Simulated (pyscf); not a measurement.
Optimised with ωB97X-D3(BJ)/def2-SVP in PySCF. Correlated levels are frozen-core, on RHF or UHF. ΔMP2 is the change of the MP2 total energy from the triple- to the quadruple-zeta basis.

Problem. For the elementary gas-phase step H₂B–CH₃ (SMILES BC) + H₂O (SMILES O) -> H₂B–OH (SMILES BO) + CH₄ (SMILES C) (singlet surface; B–C, H–O broken, B–O, C–H formed), what barrier and reaction energy does CCSD(T)/def2-TZVPP + ΔMP2(QZVPP) give, measured from the separated reactants?

Solution. ΔE‡ = 17.8 kcal/mol, ΔE = -34.4 kcal/mol. Zero-point energy shifts the barrier by +2.0 kcal/mol. It is a four-centre exchange, with an imaginary mode of 1433i cm⁻¹. On the reactant side the descent ends in an adduct with a B–O contact, 11.2 kcal/mol under the separated species and 26.9 kcal/mol under the saddle at ωB97X-D3(BJ)/def2-TZVP. What is counted as formed (B–O) is already present as a longer contact in the reactant adduct; forming that adduct is a step of its own. At ωB97X-D3(BJ) the barrier from the zero used here is 15.7 kcal/mol. The same reactants have a lower exit, to H₃C–BH–OH + H₂ (barrier +9.8 kcal/mol at ωB97M-D3(BJ), against +15.0 kcal/mol here). One saddle was located; it need not be the lowest between these sides. The CCSD(T) − MP2 part came from Ansatz, without density fitting, on the same reference.
